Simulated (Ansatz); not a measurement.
# H5SSi2: the cost of one run

All numbers are computed with the Python package of Ansatz 0.2.0. Level of theory: PBE/cc-pVDZ.

### 1 Starting point

Bond lengths: Si1–S2 2.080 Å, S2–Si3 2.110 Å, Si1–H4 1.486 Å, Si1–H5 1.482 Å, Si3–H6 1.489 Å, Si3–H7 1.460 Å, Si3–H8 1.540 Å. Angles: Si1–S2–Si3 93.6°, S2–Si1–H4 108.8°, S2–Si1–H5 111.2°, H4–Si1–H5 103.8°, S2–Si3–H6 109.8°, S2–Si3–H7 111.6°, S2–Si3–H8 110.4°, H6–Si3–H7 108.9°, H6–Si3–H8 106.8°, H7–Si3–H8 109.2°.

No structure file is read: the coordinates are typed or built in the script.

### 2 The code

Input file tae_h5ssi2.py:

```python
from collections import Counter

import ansatz as az

SETTINGS = {
    "basis_set": "cc-pVDZ",
    "functional": "PBE",
}


def energy_of(molecule, charge=0, unpaired=0):
    calc = (
        molecule.calculation()
        .basis(gaussian=SETTINGS["basis_set"])
        .functional(SETTINGS["functional"])
    )
    if charge:
        calc = calc.charge(charge)
    if unpaired:
        calc = calc.spin("collinear", total=unpaired)
    return calc.run(threads=1, backend="cpu").report["free_energy_ev"]

geometry_ang = [
    ("Si", [-1.2049, 0.9073, -0.7679]),
    ("S", [-0.2684, -0.9299, -1.0364]),
    ("Si", [0.7643, -0.8234, 0.8007]),
    ("H", [-2.1335, 1.1418, -1.9043]),
    ("H", [-0.2354, 2.0236, -0.8661]),
    ("H", [1.5657, -2.0626, 1.0018]),
    ("H", [-0.154, -0.667, 1.925]),
    ("H", [1.7583, 0.353, 0.7914]),
]
molecule = az.Crystal.molecule()
for symbol, xyz in geometry_ang:
    molecule = molecule.atom(symbol, xyz)

unpaired = {"Si": 2, "S": 2, "H": 1}
counts = Counter(site.symbol for site in molecule.cartesian_sites)
atom_energy = {s: energy_of(az.Crystal.molecule().atom(s, (0, 0, 0)), 0, unpaired[s]) for s in counts}
whole = energy_of(molecule, 0, 1)
for s, e in atom_energy.items():
    print(f"{s:2s} x{counts[s]}  {e:14.5f} eV")
print(f"H5SSi2: {whole:.5f} eV")
split = sum(counts[s] * e for s, e in atom_energy.items()) - whole
print(f"atomisation energy (no zero-point term): {23.060548 * split:.1f} kcal/mol, {split / sum(counts.values()):.3f} eV an atom")
```

### 3 The calls as engine input

The package turns the script's settings into the engine's input (first run):

```yaml
crystal:
  periodic: [false, false, false]
  atoms:
    - { symbol: Si, position_ang: [0.0, 0.0, 0.0] }
basis:
  gaussian:
    orbitals: cc-pVDZ
hamiltonian:
  xc: pbe
magnetization:
  spin_polarized: true
  initial_magnetization: 2.0
```

### 4 Launch

Command:

```console
$ python tae_h5ssi2.py
```

What time and memory should one allow on 1 thread of Arm Neoverse V2, shared host?

About 4.3 s, with a peak of 0.2 GiB.
